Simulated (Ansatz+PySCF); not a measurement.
A calculation with PySCF 2.14.0.

```python
from pyscf import gto, scf, mp

mol = gto.M(atom="""
F 0.000000 0.000000 -1.066750
F 0.000000 0.000000 1.066750
""", basis='sto-3g', charge=0, spin=0)
mf = scf.RHF(mol)
mf.kernel()
pt = mp.MP2(mf, frozen=2).run()
print(mf.e_tot, pt.e_corr, pt.e_tot)
```

The script is written out from the run's settings.

The run gave:

```yaml
Converged: yes
Reference_energy: -195.68940 hartree
Correlation_energy: -0.19927 hartree
Total_energy: -195.88867 hartree
```

Caution: large amplitudes, a single reference is doubtful; an unrestricted determinant lies well below.
